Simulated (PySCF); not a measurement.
1,2-butadiene, C4H6.
Bonds: C1–C2 (double), C2–C3 (double), C3–C4. Hydrogens: H5, H6 on C1; H7 on C3; H8, H9, H10 on C4.

A GFN2-xTB structure was refined with PBE0-D3(BJ)/def2-TZVP geometry optimisation, gas phase (PySCF). Its GFN2-xTB values:

| coordinate | GFN2-xTB |
| --- | --- |
| C1=C2 | 1.312 Å |
| C1–H5 | 1.052 Å |
| C2=C3 | 1.309 Å |
| C3–C4 | 1.461 Å |
| C3–H7 | 1.076 Å |
| C4–H8 | 1.103 Å |
| C1–C2–C3 | 179.5° |
| C2–C1–H5 | 122.5° |
| C2–C3–C4 | 123.2° |
| C2–C3–H7 | 118.1° |
| C3–C4–H8 | 109.6° |
| C4–C3–H7 | 118.7° |
| H8–C4–H9 | 106.6° |
| H8–C4–H10 | 108.2° |

Question: How do these coordinates change at the PBE0-D3(BJ)/def2-TZVP level?

Answer: 
```json
{"coordinate": "C3–C4", "PBE0-D3(BJ)/def2-TZVP (Å or °)": "1.498", "change": "+0.037"}
{"coordinate": "C1–H5", "PBE0-D3(BJ)/def2-TZVP (Å or °)": "1.085", "change": "+0.033"}
{"coordinate": "C3–H7", "PBE0-D3(BJ)/def2-TZVP (Å or °)": "1.089", "change": "+0.013"}
{"coordinate": "C1=C2", "PBE0-D3(BJ)/def2-TZVP (Å or °)": "1.301", "change": "-0.011"}
{"coordinate": "C4–H8", "PBE0-D3(BJ)/def2-TZVP (Å or °)": "1.093", "change": "-0.010"}
{"coordinate": "C2=C3", "PBE0-D3(BJ)/def2-TZVP (Å or °)": "1.301", "change": "-0.008"}
{"coordinate": "C2–C3–C4", "PBE0-D3(BJ)/def2-TZVP (Å or °)": "124.7", "change": "+1.5"}
{"coordinate": "C4–C3–H7", "PBE0-D3(BJ)/def2-TZVP (Å or °)": "117.4", "change": "-1.3"}
{"coordinate": "C3–C4–H8", "PBE0-D3(BJ)/def2-TZVP (Å or °)": "110.7", "change": "+1.1"}
{"coordinate": "C2–C1–H5", "PBE0-D3(BJ)/def2-TZVP (Å or °)": "121.4", "change": "-1.1"}
{"coordinate": "H8–C4–H9", "PBE0-D3(BJ)/def2-TZVP (Å or °)": "107.2", "change": "+0.6"}
{"coordinate": "H8–C4–H10", "PBE0-D3(BJ)/def2-TZVP (Å or °)": "108.5", "change": "+0.3"}
{"coordinate": "C2–C3–H7", "PBE0-D3(BJ)/def2-TZVP (Å or °)": "117.9", "change": "-0.2"}
{"coordinate": "C1–C2–C3", "PBE0-D3(BJ)/def2-TZVP (Å or °)": "179.7", "change": "+0.2"}
```

The energy falls by 7.5 kJ/mol over 9 energy and gradient evaluations, the largest force component goes from 0.0344 to 4.3e-04 Eh/bohr, and the atoms move by 0.023 Å rms after alignment. The bond that changes most is C3–C4 (outer carbon of cumulated double bonds to methyl carbon), which lengthens by 0.037 Å. Bonds longer at the end by more than 0.005 Å: 4 of 9; shorter: 4. Rotational constants go from 34618, 4283, 4010 to 34644, 4232, 3966 MHz.

The run used 160 basis functions and 60 SCF cycles in all.

Whether it is a minimum is left open (no frequencies).
